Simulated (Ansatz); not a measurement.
The same path of H6N3P (10 atoms, charge 0, multiplicity 1) was run twice with different band settings. The coordinate that changes most is the dihedral N1–P2–N4–H9.

The calculation used Ansatz, RKS B3LYP-D4/def2-SVP.

Relaxed end points:

```xyz
10
Properties=species:S:1:pos:R:3
N -1.058 -0.113 -1.124
P 0.573 -0.091 -0.585
N 0.282 -1.264 0.679
N 0.851 1.190 0.524
H -1.251 0.386 -1.988
H -1.799 0.005 -0.432
H 1.118 -1.404 1.246
H 0.003 -2.163 0.286
H 0.168 1.343 1.268
H 1.196 2.060 0.129
```

```xyz
10
Properties=species:S:1:pos:R:3
N -0.949 -0.244 -1.262
P 0.598 -0.073 -0.540
N 0.211 -1.178 0.770
N 0.578 1.367 0.388
H -1.044 0.232 -2.156
H -1.752 -0.050 -0.661
H 1.013 -1.318 1.386
H -0.065 -2.090 0.404
H 1.425 1.925 0.403
H 0.068 1.378 1.271
```

Common settings: climbing image yes; spring 5.0 eV/Å²; optimiser quadratic models (default); start path IDPP; force threshold 0.05 eV/Å; iteration limit 60; end points relaxed.

| run | movable images |
| --- | --- |
| 1 | 5 |
| 2 | 3 |

What does each run give, and how far can it be trusted?

Run 1: converged after 7 iterations, highest image 0.368 eV above the first end. A vibrational analysis at the climbing image gives one clearly imaginary mode, 379i cm⁻¹: a first-order saddle point.
Run 2: converged after 6 iterations, highest image 0.368 eV above the first end. Another band between the same ends (5 images) ends at a top of the same energy, where a vibrational analysis finds 1 clearly imaginary mode. So few images can step over the top or miss a turn of the path.
